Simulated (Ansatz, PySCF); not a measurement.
The pair A = C2H4 (SMILES C=C) (first 6 atoms), B = CH2O (SMILES C=O); geometry from A24 set.
(charge 0, multiplicity 1):
```xyz
10

C      0.0000    -0.5980     1.4774
C      0.0000     0.4213     2.3396
H      0.9211    -1.0296     1.1065
H     -0.9211    -1.0296     1.1065
H     -0.9239     0.8512     2.7069
H      0.9239     0.8512     2.7069
O      0.0000    -0.5188    -1.8285
C      0.0000     0.6862    -1.7371
H      0.0000     1.3308    -2.6319
H      0.0000     1.1890    -0.7565
```

Frozen-core correlation. Rows in 6-31G* carry no dispersion term and start afresh at each structure (6-31G* with six Cartesian d functions).

Codes used: Ansatz (Gaussian orbitals); PySCF for 6-31G* rows. 

Total energies (hartree), monomers frozen at their geometry in the pair:

```csv
structure,HF/aug-cc-pVDZ,B3LYP/6-31G*,MP2/aug-cc-pVDZ
AB,-191.9290400,-193.0900384,-192.5502731
A in the pair's basis,-78.0437505,-78.5882651,-78.3292170
B in the pair's basis,-113.8852194,-114.5014621,-114.2189292
A,-78.0435346,-78.5873755,-78.3283993
B,-113.8850242,-114.5003136,-114.2183917
```

Task: Work out the interaction energy without and with the counterpoise correction, and the superposition error, for each level.

Result: 
E(AB) − E(A) − E(B), times 627.509 kcal/mol, with the monomers in their own basis and then in the pair's basis:
- HF/aug-cc-pVDZ: -0.30 uncorrected, -0.04 corrected; the monomers gain 0.26 kcal/mol from borrowed functions
- B3LYP/6-31G*: -1.47 uncorrected, -0.20 corrected; the monomers gain 1.28 kcal/mol from borrowed functions
- MP2/aug-cc-pVDZ: -2.18 uncorrected, -1.33 corrected; the monomers gain 0.85 kcal/mol from borrowed functions

Ansatz is an electronic-structure program.
